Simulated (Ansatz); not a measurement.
Conformers of C4H8O, SMILES `CCCC=O`, each relaxed with PBE0-D4/def2-TZVP in Ansatz. CBS adds the triple-zeta coupled-cluster correction to the MP2 limit.

Not all of them had a frequency check.

Conformer A:

Z-matrix (Å, degrees):
```
C
C 1 1.518
H 1 1.094 2 111.3
H 1 1.092 2 111.3 3 -120.0
H 1 1.094 2 111.3 3 119.9
C 2 1.515 1 112.5 3 -59.9
H 2 1.094 1 110.3 3 61.9
H 2 1.094 1 110.3 3 178.2
C 6 1.498 2 114.9 1 -179.9
H 6 1.100 2 111.6 1 58.3
H 6 1.099 2 111.5 1 -58.0
O 9 1.200 6 125.0 2 0.1
H 9 1.113 6 114.8 2 -180.0
```

Conformer B:

Cartesian coordinates in Å:
```
C 0.548 -0.597 1.302
C 0.019 -0.903 -0.090
C 0.101 0.298 -1.029
C -0.817 1.403 -0.604
O -0.503 2.551 -0.458
H -0.015 0.211 1.777
H 1.594 -0.284 1.263
H 0.483 -1.473 1.951
H -1.022 -1.240 -0.027
H 0.579 -1.733 -0.528
H 1.118 0.691 -1.099
H -0.215 -0.005 -2.036
H -1.869 1.081 -0.421
```

Which is lowest in electronic energy at CCSD(T)/CBS (frozen core, def2 sets), and by how much? (An estimate is asked.)

Ansatz gave: A; B lies 2.6 kJ/mol higher.

Give the energies relative to A (kJ/mol) with PBE-D4/def2-TZVPP, ωB97M-V/def2-TZVPP, PBE0/def2-TZVPP, B3LYP/def2-TZVPP, MP2/def2-TZVPP, MP2/def2-QZVPP, CCSD/CBS(def2). (Estimate.)

The calculation gave: 
| level | B |
| --- | --- |
| PBE-D4/def2-TZVPP | 3.3 |
| ωB97M-V/def2-TZVPP | 3.5 |
| PBE0/def2-TZVPP | 4.1 |
| B3LYP/def2-TZVPP | 4.1 |
| MP2/def2-TZVPP | 2.4 |
| MP2/def2-QZVPP | 2.2 |
| CCSD/CBS(def2) | 2.8 |

B3LYP here is the variant with VWN-RPA as its local correlation; programs differ in this.
